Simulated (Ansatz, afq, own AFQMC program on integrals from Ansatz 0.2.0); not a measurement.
CH2Al, doublet in cc-pVDZ, levels against CCSDT(Q)

```xyz
4

Al    0.0000    0.0000    0.6190
C     0.0000    0.0000   -1.1113
H     0.0000   -0.7868   -1.6630
H     0.0000    0.7868   -1.6630
```

Connectivity, by distances: Al–CH2.

Basis cc-pVDZ. Noble-gas cores (and the filled d shells of Ga–Kr and In–Xe) are frozen. Integrals, coupled cluster, full CI and functionals: Ansatz 0.2.0; the random walks run on the same integrals in our own AFQMC program. ph-AFQMC/CISD is guided by a CISD state made of CCSD amplitudes; releasing the constraint for a short imaginary time cuts its bias at the price of noise, slowly where states lie close. Uncertainties: one standard error, sampling alone.

Determinant: UHF, the one that the program's search chose, which needn't be the lowest solution. The geometry is a point of a scan.

No full CI on the walks' own integrals is used here; CCSDT(Q) serves as the reference and is uncertain by about the last step of the cluster series.

Cautions: an unrestricted solution with more broken spin lies lower (16 meV, ⟨S²⟩ 0.93).

The T1 diagnostic is 0.0117 and the weight of the determinant in the CISD state is 0.885. The ⟨S²⟩ of the determinant is 0.757 and the size of the correlated space is 9 electrons in 36 orbitals.

```csv
level,correlation energy (eV)
MP2,-4.2940
CCSD,-5.1683
CCSD(T),-5.2849
```

Q: Estimate where AFQMC with the constraint released lies against CCSD(T) on the same integrals.

A: 3.3 ± 1.1 kJ/mol below CCSD(T).

Reference: CCSDT(Q), correlation energy -5.311 eV. The released energy is read at 2.40 1/Eh (meV from the phaseless value at times in 1/Eh: -17 ± 11 at 0.24, -18 ± 10 at 0.51, -21 ± 9 at 0.99, -19 ± 11 at 1.62, -26 ± 12 at 2.40).

```json
{"level": "CCSD(T)", "E − E(reference) (kJ/mol)": "2.5", "share of correlation (%)": "99.50"}
{"level": "CCSDT", "E − E(reference) (kJ/mol)": "0.6", "share of correlation (%)": "99.88"}
{"level": "ph-AFQMC/CISD", "E − E(reference) (kJ/mol)": "1.8 ± 0.9", "share of correlation (%)": "99.65"}
{"level": "released AFQMC", "E − E(reference) (kJ/mol)": "-0.7 ± 1.1", "share of correlation (%)": "100.14"}
```

A walk keeps the symmetry of its determinant, which the program's search chose and which needn't be the lowest solution, so a lower state of the same spin and another symmetry isn't excluded. Released energies are given only where the last usable release times agree within the noise; a slower fall can still hide under it.
